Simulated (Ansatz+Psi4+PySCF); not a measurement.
A calculation with Psi4 1.11.

```
molecule {
1 2
C -0.313070 0.212310 0.626280
C 0.913070 0.387690 -0.026280
H -0.910620 1.059110 0.947340
H -0.708530 -0.776530 0.833700
H 1.501810 1.289410 0.106040
H 1.317340 -0.371990 -0.687090
}

set basis cc-pVTZ
set reference rohf
set scf_type pk
set mp2_type conv
set cc_type conv
set num_frozen_docc 2
energy('mp2')
```

The input is written out from the run's settings. Correlation on restricted open-shell orbitals is semicanonical, with singles.

Results

```yaml
Converged: yes
Reference_energy: -77.73567 hartree
Correlation_energy: -0.27801 hartree
Total_energy: -78.01367 hartree
Spin_squared_of_the_determinant: 0.750
Occupied_orbitals_by_symmetry_in_an_Abelian_subgroup_alpha;_beta: 3 A 2 B1 1 B2 2 B3; 3 A 1 B1 1 B2 2 B3
```

Caution: MP2 on this radical cation hangs on the determinant chosen.
